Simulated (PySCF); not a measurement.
Ligands exchanged one at a time, Al F-CH3. Isolated molecules, 0 K electronic values unless said otherwise. Strings in code marks are SMILES.

Method: PBE-D3(BJ)/def2-TZVP // B3LYP-D3(BJ)/def2-TZVP (PySCF 2.14.0). Excitations are Tamm–Dancoff values on a coarser integration grid. The basis has no diffuse functions, so Rydberg states are missing or too high.

```
species                                             brightest of the four lowest singlets (TDA) (eV)  S1 excitation (TDA) (eV)  LUMO (eV)  S1 oscillator strength
--------------------------------------------------  ------------------------------------------------  ------------------------  ---------  ----------------------
0 of 3 F replaced by CH3 (`[F][Al]([F])[F]`)                                                    8.04                         …          …                   0.000
1 of 3 F replaced by CH3                                                                        7.14                      7.14      -1.38                       …
2 of 3 F replaced by CH3                                                                        6.32                      5.64          …                   0.000
3 of 3 F replaced by CH3 (`[CH3][Al]([CH3])[CH3]`)                                              6.10                      5.16      -1.15                   0.000
```

Problem. What belongs in the gaps?

Solution. 
- 0 of 3 F replaced by CH3 (`[F][Al]([F])[F]`), S1 excitation (TDA) (eV): 7.28
- 0 of 3 F replaced by CH3 (`[F][Al]([F])[F]`), LUMO (eV): -2.42
- 1 of 3 F replaced by CH3, S1 oscillator strength: 0.167
- 2 of 3 F replaced by CH3, LUMO (eV): -1.06
